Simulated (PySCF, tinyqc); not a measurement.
Inside a calculation. Method: RHF in the sto-3g basis, for BH, spin multiplicity 1. The lowest restricted solution is unstable here: a spin-polarised one lies 0.0093 hartree lower (PySCF). One step of it, computed by the program tinyqc.

Problem. Iteration 2: DIIS coefficients. Solve [B -1; -1 0][c; lambda] = [0; -1] for the coefficients, which sum to one.

B (overlaps of the stored error matrices):
$$\begin{pmatrix}
1.2496931e+00 & 1.1717796e-01 \\
1.1717796e-01 & 1.9897942e-02
\end{pmatrix}$$

Give: DIIS coefficients.

Solution.

DIIS coefficients: [-0.094, 1.094]
